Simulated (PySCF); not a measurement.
This PySCF input (PBE/6-311++G(3df,3pd)) gives -40.46253 Eh with 111 basis functions.

```python
import numpy as np, basis_set_exchange as bse
from pyscf import gto, scf, dft, df

basis = {'C': gto.basis.parse(bse.get_basis('6-311++G(3df,3pd)', elements=['C'], fmt='nwchem')), 'H': gto.basis.parse(bse.get_basis('6-311++G(3df,3pd)', elements=['H'], fmt='nwchem'))}
mol = gto.M(
    atom='''
    C    -0.00000000    0.00000000   -0.00000000
    H     0.62054657    0.62688914    0.63896175
    H    -0.64285838   -0.62489528    0.61852983
    H     0.63693263   -0.63278043   -0.61664082
    H    -0.61462083    0.63078657   -0.64085076
    ''',
    basis=basis,
    charge=0,
    verbose=4,
    max_memory=8640,
)
mf = dft.RKS(mol, xc='pbe')
mf.grids.level = 3
mf = mf.density_fit(auxbasis=df.autoaux(mol))
mf.conv_tol = 1e-9
mf.max_cycle = 100
print('smallest overlap eigenvalue', np.linalg.eigvalsh(mol.intor('int1e_ovlp'))[0])
mf.kernel()
dip = mf.dip_moment()
```

Change:
```diff
- basis = {'C': gto.basis.parse(bse.get_basis('6-311++G(3df,3pd)', elements=['C'], fmt='nwchem')), 'H': gto.basis.parse(bse.get_basis('6-311++G(3df,3pd)', elements=['H'], fmt='nwchem'))}
+ basis = {'C': gto.basis.parse(bse.get_basis('6-311++G(2d,2p)', elements=['C'], fmt='nwchem')), 'H': gto.basis.parse(bse.get_basis('6-311++G(2d,2p)', elements=['H'], fmt='nwchem'))}
```

Problem. What does the run give now?

Solution. -40.46188 Eh (PBE/6-311++G(2d,2p), 67 functions), a change of +0.65 mEh.
